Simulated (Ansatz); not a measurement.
**C4H8Cl2: taking an electron away**

One table from this session's results is given with a row withheld; the runs are named, their logs left out.

Computed with Ansatz 0.2.0, Gaussian basis. Level: unrestricted cation, the program's frozen cores in correlated methods.

Plan: UKS PBE-D4/def2-TZVPP; UKS r2SCAN-D4/def2-TZVPP; UKS PBE0-D4/def2-TZVPP; UKS B3LYP-D4/def2-TZVPP; UKS wB97X-V/def2-TZVPP; UKS wB97M-V/def2-TZVPP; UKS B2PLYP/def2-TZVPP; UHF-CCSD(T)/def2-TZVPP; UHF-MP2/def2-QZVPP; extrapolation to the limit; then −ε(HOMO) from the neutral's earlier runs with LDA (SPW92), PBE-D4, revPBE-D4, BLYP-D4, r2SCAN-D4, B97M-V, PBE0-D4, B3LYP-D4, r2SCANh-D4, r2SCAN0-D4, HSE06-D4, BHLYP-D4, CAM-B3LYP-D4, LC-ωPBE, ωB97X-V, ωB97M-V.

## Structure used throughout

An earlier PBE0-D4 in a triple-zeta def2 set relaxation fixed the geometry.

SMILES `CC(Cl)CCCl`, 14 atoms, charge 0, spin multiplicity 1.

Atoms are counted from 1 here; the program's logs count them from 0.

Bond lengths: C1–C2 1.510 Å, C1–H7 1.090 Å, C1–H8 1.092 Å, C1–H9 1.094 Å, C2–Cl3 1.804 Å, C2–C4 1.516 Å, C2–H10 1.092 Å, C4–C5 1.511 Å, C4–H11 1.095 Å, C4–H12 1.093 Å, C5–Cl6 1.783 Å, C5–H13 1.088 Å, C5–H14 1.091 Å. Angles: C2–C1–H7 111.0°, C2–C1–H8 110.6°, C2–C1–H9 109.6°, H7–C1–H8 108.5°, H7–C1–H9 108.5°, H8–C1–H9 108.5°, C1–C2–Cl3 109.1°, C1–C2–C4 112.6°, C1–C2–H10 110.3°, Cl3–C2–C4 110.0°, Cl3–C2–H10 104.3°, C4–C2–H10 110.1°, C2–C4–C5 113.4°, C2–C4–H11 107.6°, C2–C4–H12 109.5°, C5–C4–H11 109.1°, C5–C4–H12 109.9°, H11–C4–H12 107.1° and more.

The first run:

in.yaml reads:

```yaml
crystal:
  periodic: [false, false, false]
  atoms:
    - {symbol: C, position_ang: [-1.529313, -1.176822, 0.422253]}
    - {symbol: C, position_ang: [-0.137211, -0.785768, -0.013674]}
    - {symbol: Cl, position_ang: [1.067012, -1.603050, 1.051853]}
    - {symbol: C, position_ang: [0.080692, 0.714442, 0.011216]}
    - {symbol: C, position_ang: [1.434613, 1.132109, -0.512712]}
    - {symbol: Cl, position_ang: [1.584820, 2.908272, -0.536207]}
    - {symbol: H, position_ang: [-1.654871, -2.259547, 0.405814]}
    - {symbol: H, position_ang: [-1.730020, -0.820631, 1.434537]}
    - {symbol: H, position_ang: [-2.264663, -0.731301, -0.253576]}
    - {symbol: H, position_ang: [0.072190, -1.179698, -1.010776]}
    - {symbol: H, position_ang: [-0.699529, 1.173063, -0.605461]}
    - {symbol: H, position_ang: [-0.054434, 1.086452, 1.030444]}
    - {symbol: H, position_ang: [2.239963, 0.752393, 0.112639]}
    - {symbol: H, position_ang: [1.590761, 0.790076, -1.536361]}
basis:
  gaussian: {orbitals: def2-TZVPP}
total_charge: 1
magnetization: {spin_polarized: true, initial_magnetization: 1}
hamiltonian: {xc: pbe, dispersion: d4}
```

Run with:

```
> ansatz run in.yaml --threads 2 --pin off --events-out ev --progress --plain --max-ram 32768MiB --backend cuda --devices 0, --max-vram 18GiB
```

Steps of the session up to this table: Cation, UKS PBE-D4/def2-TZVPP; Cation, UKS r2SCAN-D4/def2-TZVPP; Cation, UKS PBE0-D4/def2-TZVPP; Cation, UKS B3LYP-D4/def2-TZVPP; Cation, UKS wB97X-V/def2-TZVPP; Cation, UKS wB97M-V/def2-TZVPP; Cation, UKS B2PLYP (frozen core)/def2-TZVPP; Cation, UHF-CCSD(T)/def2-TZVPP; Cation, UHF-MP2/def2-QZVPP.

One of the session's tables, all rows but one given; the rest of the session is left out.

For comparison, −ε(HOMO) of the neutral from earlier runs:

| functional | −ε(HOMO) (eV) |
| --- | --- |
| LDA (SPW92) | 6.99 |
| PBE-D4 | 6.86 |
| revPBE-D4 | 6.81 |
| BLYP-D4 | 6.72 |
| r2SCAN-D4 | 7.19 |
| B97M-V | 7.32 |
| PBE0-D4 | 8.27 |
| B3LYP-D4 | 8.01 |
| r2SCANh-D4 | ? |
| r2SCAN0-D4 | 8.48 |
| HSE06-D4 | 7.87 |
| BHLYP-D4 | 9.55 |
| CAM-B3LYP-D4 | 9.67 |
| LC-ωPBE | 11.09 |
| ωB97X-V | 10.72 |
| ωB97M-V | 10.56 |

Estimate the missing values for r2SCANh-D4.

Worked estimate for «−ε(HOMO) (eV)». Against the share of exact exchange, r2SCAN-D4 (0, 7.19), r2SCAN0-D4 (0.25, 8.48) give a slope of 5.16 per unit share; at 0.1 the line stands at 7.71.

As computed: −ε(HOMO) (eV): 7.70. In «−ε(HOMO) (eV)» the line misses by +0.01.

Caveats from the session: The cation may have settled in a state other than its lowest; no search over hole states beyond the program's own was made.
